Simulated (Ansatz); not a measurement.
# SO₂: a ladder of functionals and wavefunction methods

One table from this session's results is given with a row withheld; the runs are named, their logs left out.

The runs use Ansatz 0.2.0, Gaussian basis; functionals in def2-TZVPP, the program's frozen cores in correlated methods.

The runs, in order: LDA (SPW92), PBE-D4, revPBE-D4, BLYP-D4, r2SCAN-D4, B97M-V, PBE0-D4, B3LYP-D4, r2SCANh-D4, r2SCAN0-D4, HSE06-D4, BHLYP-D4, CAM-B3LYP-D4, LC-ωPBE, ωB97X-V, ωB97M-V, B2PLYP, PBE-QIDH; CCSD(T)/def2-SVP; CCSD(T)/def2-TZVPP; CCSD(T)/def2-QZVPP; extrapolation to the limit; RPA on PBE.

## The geometry

All runs share one geometry, relaxed beforehand with PBE0-D4 in a triple-zeta def2 set.

SMILES `O=S=O`, 3 atoms, charge 0, spin multiplicity 1.

Atoms are counted from 1 here; the program's logs count them from 0.

Bond lengths: O1–S2 1.431 Å, S2–O3 1.431 Å. Angles: O1–S2–O3 118.9°.

Set-up of the first run:

Contents of in.yaml:

```yaml
crystal:
  periodic: [false, false, false]
  atoms:
    - {symbol: O, position_ang: [-0.974417, 0.645899, -0.459513]}
    - {symbol: S, position_ang: [0.269516, 0.357378, 0.186793]}
    - {symbol: O, position_ang: [0.704901, -1.003278, 0.272720]}
basis:
  gaussian: {orbitals: def2-TZVPP}
hamiltonian: {xc: lda}
output: {orbitals: {seedname: orbitals}}
```

The run is started by

```console
$ ansatz run in.yaml --threads 2 --pin off --events-out ev --progress --plain --max-ram 32768MiB --backend cpu
```

Among the steps run: LDA; PBE-D4 (GGA); revPBE-D4 (GGA); BLYP-D4 (GGA); r2SCAN-D4 (meta-GGA); B97M-V (meta-GGA); PBE0-D4 (hybrid); B3LYP-D4 (hybrid); r2SCANh-D4 (hybrid); r2SCAN0-D4 (hybrid); HSE06-D4 (hybrid); BHLYP-D4 (hybrid); CAM-B3LYP-D4 (range-separated); LC-ωPBE (range-separated); ωB97X-V (range-separated); ωB97M-V (range-separated); B2PLYP (double hybrid); PBE-QIDH (double hybrid).

One table of the session follows, with a row left open; its other results are not shown here.

It belongs to the step «Orbital energies across the functionals». 

| functional | HOMO (eV) | LUMO (eV) | gap (eV) |
| --- | --- | --- | --- |
| LDA (SPW92) | -8.12 | -4.49 | 3.63 |
| PBE-D4 | -7.91 | -4.25 | 3.65 |
| revPBE-D4 | -7.83 | -4.17 | 3.66 |
| BLYP-D4 | -7.83 | -4.15 | 3.68 |
| r2SCAN-D4 | -8.25 | -4.25 | 4.01 |
| B97M-V | ? | ? | ? |
| PBE0-D4 | -9.52 | -3.35 | 6.17 |
| B3LYP-D4 | -9.29 | -3.60 | 5.69 |
| r2SCANh-D4 | -8.85 | -3.89 | 4.97 |
| r2SCAN0-D4 | -9.76 | -3.34 | 6.41 |
| HSE06-D4 | -9.11 | -3.74 | 5.37 |
| BHLYP-D4 | -11.08 | -2.33 | 8.75 |
| CAM-B3LYP-D4 | -11.03 | -2.16 | 8.86 |
| LC-ωPBE | -12.35 | -0.92 | 11.44 |
| ωB97X-V | -11.99 | -0.98 | 11.01 |
| ωB97M-V | -11.90 | -0.97 | 10.93 |

Q: Estimate the row for B97M-V from the others.

**Answer.** HOMO (eV): -8.33; LUMO (eV): -4.17; gap (eV): 4.16. In the column «HOMO (eV)» it lies between r2SCANh-D4 (-8.85) and r2SCAN-D4 (-8.25).
